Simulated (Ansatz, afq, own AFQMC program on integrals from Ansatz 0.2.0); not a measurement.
Integrals from Ansatz 0.2.0, then the random walk in our own AFQMC program (afq).

```yaml
crystal:
  periodic: [false, false, false]
  atoms:
    - {symbol: Si, position_ang: [0.000000, 0.000000, 0.000000]}
basis:
  gaussian: {orbitals: def2-TZVPP}
magnetization: {spin_polarized: true, initial_magnetization: 2}
correlation: {method: ccsd_t, electrons: outside_noble_gas, hamiltonian_folder: ham}
```

```sh
$ ansatz run in.yaml --threads 1 --pin off --events-out ev --progress --plain --max-ram 24576MiB --backend cuda --devices 0, --max-vram 18GiB
```

Options of the walk:

```
--method free --trial cisd --walkers 4000 --time-step 0.03 --max-blocks 4000 --target-error 0.00014 --factor-cut 1e-05 --seed 1646 --times 0,0.3,0.6,1.2,1.8,2.4,3.6,4.8,6 --taylor-order 8
```

Times are imaginary, in 1/Eh. The walk had a cap of 61 s.

Log:

```
orbitals 37  electrons 3 1  factors 239 of 245
reference energy -288.85084001 Eh
CCSD correlation -0.07437310 Eh in 9 cycles, weight of the determinant in the CISD state 0.9316
repeat  energy at the last time / Eh  error
    10  -288.928565  0.000042
    20  -288.928559  0.000030
    30  -288.928546  0.000026
time / (1/Eh)  energy / Eh  error  mean overlap
  0.00  -288.925215  0.000002  1.0733
  0.30  -288.926690  0.000007  1.0744
  0.60  -288.927441  0.000009  1.0747
  1.20  -288.928097  0.000010  1.0748
  1.80  -288.928356  0.000013  1.0737
  2.40  -288.928443  0.000013  1.0769
  3.60  -288.928516  0.000017  1.0813
  4.80  -288.928530  0.000023  1.0816
  6.00  -288.928547  0.000025  1.0828
energy -288.928547 +/- 0.000025 Eh
```

The run passed its tests (error under three times the target), which doesn't prove that it has relaxed.

Against this walk (error 0.7 meV) on the same determinant: CCSD(T) 23.0 meV higher, CCSDT(Q) 0.6 meV higher (within the noise), full CI 0.1 meV higher (within the noise). The error is statistical, and a free projection of finite length keeps a remainder of its start.

Cautions: remainder of the start not in the error.

The walk took 16 s on 1 × NVIDIA H100 80GB HBM3 with 2 threads of AMD EPYC 7R13 Processor (Zen 3) (shared host) (the card was shared). The log's last line is the free-projection energy.

CCSDT and higher add their correlation energy to the determinant of the CCSD(T) run, since their own runs factorise the integrals more tightly (a shift of under 2 meV). A walk keeps the symmetry of its determinant, which the program's search chose and which needn't be the lowest solution, so a lower state of the same spin and another symmetry isn't excluded.
